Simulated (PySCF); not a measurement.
Stepwise substitution at one centre (C F-SH). Isolated molecules, 0 K electronic values unless said otherwise. One relaxed conformer stands for each flexible species; it need not be the lowest. Strings in code marks are SMILES.

All values below come from TPSSh-D3(BJ)/def2-TZVP // CAM-B3LYP-D3(BJ)/def2-TZVP (PySCF). Delta-SCF ions had no search for a lower state. Excitations are Tamm–Dancoff values on a coarser integration grid. The basis has no diffuse functions, so Rydberg states are missing or too high.

```json
[
 {"species": "0 of 4 F replaced by SH (`FC(F)(F)F`)", "vertical ionisation energy (Delta-SCF) (eV)": "14.97", "T1 excitation (TDA) (eV)": "–", "HOMO–LUMO gap (eV)": "13.78", "HOMO (eV)": "[?]"},
 {"species": "1 of 4 F replaced by SH (`FC(F)(F)S`)", "vertical ionisation energy (Delta-SCF) (eV)": "10.74", "T1 excitation (TDA) (eV)": "5.24", "HOMO–LUMO gap (eV)": "[?]", "HOMO (eV)": "-7.52"},
 {"species": "2 of 4 F replaced by SH", "vertical ionisation energy (Delta-SCF) (eV)": "[?]", "T1 excitation (TDA) (eV)": "4.28", "HOMO–LUMO gap (eV)": "5.37", "HOMO (eV)": "-6.76"},
 {"species": "3 of 4 F replaced by SH (`FC(S)(S)S`)", "vertical ionisation energy (Delta-SCF) (eV)": "9.25", "T1 excitation (TDA) (eV)": "4.23", "HOMO–LUMO gap (eV)": "5.25", "HOMO (eV)": "-6.76"}
]
```

What belongs in the gaps?


- 0 of 4 F replaced by SH (`FC(F)(F)F`), HOMO (eV): -11.37
- 1 of 4 F replaced by SH (`FC(F)(F)S`), HOMO–LUMO gap (eV): 6.68
- 2 of 4 F replaced by SH, vertical ionisation energy (Delta-SCF) (eV): 9.44
